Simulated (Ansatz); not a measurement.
Relaxation of C$_{2}$H$_{10}$Si (13 atoms, charge 0, multiplicity 1), to a largest force component of 0.03 eV/Å in at most 50 steps.

Theory: Ansatz 0.2.0, RKS BHLYP/6-31G*.

```xyz
13
Properties=species:S:1:pos:R:3
Si -0.032 0.136 0.117
C -0.124 0.085 1.991
H -0.848 -0.646 2.345
H 0.834 -0.141 2.448
H -0.437 1.056 2.375
H 1.382 0.117 -0.320
C -0.864 1.685 -0.552
H -1.930 1.684 -0.331
H -0.438 2.587 -0.118
H -0.754 1.753 -1.632
H -0.697 -1.040 -0.483
H 0.936 -2.236 0.868
H 0.797 -1.995 1.516
```

Q: Where does it end, and by what steps?

A: It converged. The force dipped under the threshold on the way, but the program's further checks kept it going. After 26 steps the energy has fallen by 0.277 eV; H13 moved furthest, 1.62 Å.

```tsv
step	energy less start (eV)	largest force component (eV/Å)	accepted
0	0.0000	1.065	yes
1	-0.1330	0.181	yes
2	-0.1758	0.119	yes
3	-0.2066	0.085	yes
4	-0.2243	0.216	yes
5	-0.2312	0.370	yes
6	-0.2385	0.332	yes
7	-0.2530	0.367	yes
8	-0.2637	0.257	yes
9	-0.2742	0.017	yes
10	-0.2737	0.253	no
11	-0.2745	0.169	yes
12	-0.2753	0.036	yes
13	-0.2755	0.063	yes
14	-0.2757	0.068	yes
15	-0.2759	0.058	yes
16	-0.2761	0.069	yes
17	-0.2762	0.064	yes
18	-0.2763	0.045	yes
19	-0.2765	0.034	yes
20	-0.2766	0.078	yes
21	-0.2767	0.031	yes
22	-0.2768	0.001	yes
23	-0.2769	0.007	yes
24	-0.2722	0.382	no
25	-0.2769	0.099	no
26	-0.2771	0.016	yes
```

```xyz
13
Properties=species:S:1:pos:R:3
Si -0.005 0.413 0.165
C -0.230 0.389 2.030
H -1.271 0.219 2.298
H 0.363 -0.400 2.486
H 0.076 1.334 2.475
H 1.425 0.625 -0.159
C -1.035 1.763 -0.641
H -2.095 1.622 -0.439
H -0.755 2.746 -0.268
H -0.901 1.768 -1.720
H -0.393 -0.904 -0.395
H 1.096 -3.100 0.957
H 1.550 -3.430 1.434
```

Time of the run: 100 s on 1 thread of Intel(R) Xeon(R) Platinum 8259CL CPU @ 2.50GHz (Skylake/Cascade Lake), on a shared host, peak memory 0.15 GiB.
